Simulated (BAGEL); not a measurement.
**C2H5S (SMILES C[CH]S): UHF/aug-cc-pVDZ (density fitting with qzvpp-jkfit)**

What is the energy change on altering one bond length of C2H5S at UHF/aug-cc-pVDZ (density fitting with qzvpp-jkfit)? 

The results are computed with BAGEL 1.2.2.

1 further run of the same task is left out (set aside as unsound or not needed).

### Step 1. The system as given

C2H5S: 8 atoms, total charge 0, spin state doublet. As SMILES, `C[CH]S`. The shape is that of a GFN2-xTB optimisation. This is one conformer, not always the lowest.

Bond lengths: C1–C2 1.480 Å, C2–S3 1.730 Å, C1–H4 1.090 Å, C1–H5 1.097 Å, C1–H6 1.088 Å, C2–H7 1.075 Å, S3–H8 1.335 Å. Angles: C1–C2–S3 118.7°, C1–C2–H7 119.8°, S3–C2–H7 116.5°, C2–C1–H4 110.0°, C2–C1–H5 112.2°, C2–C1–H6 110.4°, C2–S3–H8 96.7°, H4–C1–H5 107.2°, H4–C1–H6 109.1°, H5–C1–H6 107.8°.

### Step 2. A single-point energy at UHF/aug-cc-pVDZ (density fitting with qzvpp-jkfit)

calc.json reads:

```json
{ "bagel" : [

{
  "title" : "molecule",
  "basis" : "aug-cc-pvdz.json",
  "df_basis" : "qzvpp-jkfit",
  "angstrom" : true,
  "geometry" : [
    { "atom" : "C", "xyz" : [      -0.536270,       0.815100,      -0.374440 ] },
    { "atom" : "C", "xyz" : [       0.000820,      -0.503970,       0.026670 ] },
    { "atom" : "S", "xyz" : [       1.290910,      -0.560220,       1.178140 ] },
    { "atom" : "H", "xyz" : [      -1.584510,       0.720560,      -0.659330 ] },
    { "atom" : "H", "xyz" : [      -0.002500,       1.235360,      -1.235850 ] },
    { "atom" : "H", "xyz" : [      -0.453840,       1.524320,       0.446660 ] },
    { "atom" : "H", "xyz" : [      -0.080980,      -1.341030,      -0.643090 ] },
    { "atom" : "H", "xyz" : [       1.366380,      -1.890110,       1.261240 ] }
  ]
},

{ "title" : "uhf", "nopen" : 1 },

{ "title" : "print", "file" : "orbitals.molden", "orbitals" : true }

]}
```

The basis set aug-cc-pVDZ is read from a file made from the Basis Set Exchange's data (not shown).

The run is started by

```sh
$ BAGEL_NUM_THREADS=1 BAGEL calc.json > calc.out
```

The log of the run:

```text
* using 1 threads per process

  ===============================================================
  ===============================================================

  *** Geometry ***

  { "atom" : "C", "xyz" : [     -1.013403,      1.540316,     -0.707589 ] },
  { "atom" : "C", "xyz" : [      0.001550,     -0.952365,      0.050399 ] },
  { "atom" : "S", "xyz" : [      2.439466,     -1.058662,      2.226362 ] },
  { "atom" : "H", "xyz" : [     -2.994290,      1.361661,     -1.245953 ] },
  { "atom" : "H", "xyz" : [     -0.004724,      2.334492,     -2.335418 ] },
  { "atom" : "H", "xyz" : [     -0.857633,      2.880547,      0.844065 ] },
  { "atom" : "H", "xyz" : [     -0.153030,     -2.534179,     -1.215264 ] },
  { "atom" : "H", "xyz" : [      2.582084,     -3.571790,      2.383398 ] },

  Number of auxiliary basis functions:      368

  Since a DF basis is specified, we compute 2- and 3-index integrals:
    o Being stored without compression. Storage requirement is 0.041 GB

  Number of basis functions:      118
  Number of electrons      :       33

    * METHOD: MOLECULE                             0.28

  *** Open-shell HF ***

  === Nuclear Repulsion ===
   100.2815299881

      * DIIS with orbital gradients will be used.

  === UHF iteration (aug-cc-pvdz.json) ===
      0       -475.90989972          0.03607137           0.15
      1       -476.07827522          0.02308265           0.16
      2       -476.12371460          0.01156625           0.16
      3       -476.14277993          0.00182527           0.16
      4       -476.14448794          0.00069871           0.16
      5       -476.14488774          0.00032728           0.16
      6       -476.14507697          0.00009004           0.16
      7       -476.14509743          0.00002725           0.16
      8       -476.14510058          0.00000980           0.16
      9       -476.14510131          0.00000412           0.16
     10       -476.14510149          0.00000213           0.16
     11       -476.14510155          0.00000112           0.16
     12       -476.14510157          0.00000055           0.16
     13       -476.14510157          0.00000025           0.16
     14       -476.14510157          0.00000010           0.16
     15       -476.14510157          0.00000005           0.16
     16       -476.14510157          0.00000003           0.16
     17       -476.14510157          0.00000001           0.16
     18       -476.14510157          0.00000001           0.16
    * SCF iteration converged.

    * S^2 (UHF) is 0.7682

    * Permanent dipole moment:
           (    0.268781,     0.227224,     0.378307) a.u.

    * METHOD: UHF                                  3.21

    * METHOD: PRINT                                0.05

  ===============================================================
```

Wall time 3.9 s (1 thread of Arm Neoverse N1, shared host); peak memory 0.12 GiB.

### Step 3. The distorted shape at the same level

hf.json reads:

```json
{ "bagel" : [

{
  "title" : "molecule",
  "basis" : "aug-cc-pvdz.json",
  "df_basis" : "qzvpp-jkfit",
  "angstrom" : "true",
  "geometry" : [
    { "atom" : "C", "xyz" : [   -0.596645,    1.878997,   -0.440919 ] },
    { "atom" : "C", "xyz" : [   -0.059555,    0.559927,   -0.039809 ] },
    { "atom" : "S", "xyz" : [    1.230535,    0.503677,    1.111661 ] },
    { "atom" : "H", "xyz" : [   -1.644885,    1.784457,   -0.725809 ] },
    { "atom" : "H", "xyz" : [   -0.062875,    2.299257,   -1.302329 ] },
    { "atom" : "H", "xyz" : [   -0.514215,    2.588217,    0.380181 ] },
    { "atom" : "H", "xyz" : [   -0.141355,   -0.277133,   -0.709569 ] },
    { "atom" : "H", "xyz" : [    1.366380,   -1.890110,    1.261240 ] }
  ]
},
{
  "title" : "uhf",
  "nopen" : 1
},
{
  "title" : "print",
  "file" : "orbitals.molden",
  "orbitals" : "true"
}

]}
```

The basis set aug-cc-pVDZ is read from a file made from the Basis Set Exchange's data (not shown).

The run is started by

```sh
$ BAGEL_NUM_THREADS=1 BAGEL hf.json > hf.out
```

The log of the run:

```text
* using 1 threads per process

  ===============================================================
  ===============================================================

  *** Geometry ***

  { "atom" : "C", "xyz" : [     -1.127496,      3.550790,     -0.833216 ] },
  { "atom" : "C", "xyz" : [     -0.112543,      1.058109,     -0.075228 ] },
  { "atom" : "S", "xyz" : [      2.325374,      0.951812,      2.100735 ] },
  { "atom" : "H", "xyz" : [     -3.108382,      3.372135,     -1.371580 ] },
  { "atom" : "H", "xyz" : [     -0.118817,      4.344966,     -2.461045 ] },
  { "atom" : "H", "xyz" : [     -0.971726,      4.891021,      0.718438 ] },
  { "atom" : "H", "xyz" : [     -0.267122,     -0.523705,     -1.340891 ] },
  { "atom" : "H", "xyz" : [      2.582084,     -3.571790,      2.383398 ] },

  Number of auxiliary basis functions:      368

  Since a DF basis is specified, we compute 2- and 3-index integrals:
    o Being stored without compression. Storage requirement is 0.041 GB

  Number of basis functions:      118
  Number of electrons      :       33

    * METHOD: MOLECULE                             0.28

  *** Open-shell HF ***

  === Nuclear Repulsion ===
    96.8320314831

      * DIIS with orbital gradients will be used.

  === UHF iteration (aug-cc-pvdz.json) ===
      0       -475.66517956          0.04080258           0.15
      1       -475.77687033          0.04205023           0.16
      2       -475.84792492          0.03111334           0.16
      3       -476.00063581          0.00470863           0.16
      4       -476.01955598          0.00245085           0.16
      5       -476.03334501          0.00218595           0.16
      6       -476.04457147          0.00172198           0.16
      7       -476.05732408          0.00061101           0.16
      8       -476.05906539          0.00041711           0.16
      9       -476.06042864          0.00033704           0.16
[... 20 lines of this table left out ...]
     30       -476.06404706          0.00000005           0.16
     31       -476.06404706          0.00000002           0.16
     32       -476.06404706          0.00000001           0.16
     33       -476.06404706          0.00000001           0.16
    * SCF iteration converged.

    * S^2 (UHF) is 1.2707

    * Permanent dipole moment:
           (    0.572558,    -0.395390,     0.701982) a.u.

    * METHOD: UHF                                  5.58

    * METHOD: PRINT                                0.06

  ===============================================================
```

Wall time 6.3 s (1 thread of Arm Neoverse N1, shared host); peak memory 0.12 GiB.

### Step 4. Summary of results

Level: UHF/aug-cc-pVDZ (density fitting with qzvpp-jkfit).

```
                                                         quantity          value
                                        first shape: total energy  -476.14510 Eh
                                       first shape: dipole moment         1.31 D
                                                first shape: ⟨S²⟩          0.768
                                    distorted shape: total energy  -476.06405 Eh
                                   distorted shape: dipole moment         2.51 D
                                            distorted shape: ⟨S²⟩          1.271
energy change with the S3–H8 bond stretched from 1.335 to 2.402 Å       2.206 eV
```

In words: With the S3–H8 bond stretched from 1.335 to 2.402 Å the energy rises by 2.21 eV (51 kcal/mol). The first shape isn't relaxed at this level, so the change isn't measured from a minimum. ⟨S²⟩ (distorted shape) is 1.27 where a pure doublet has 0.75: the reference is spin-contaminated.
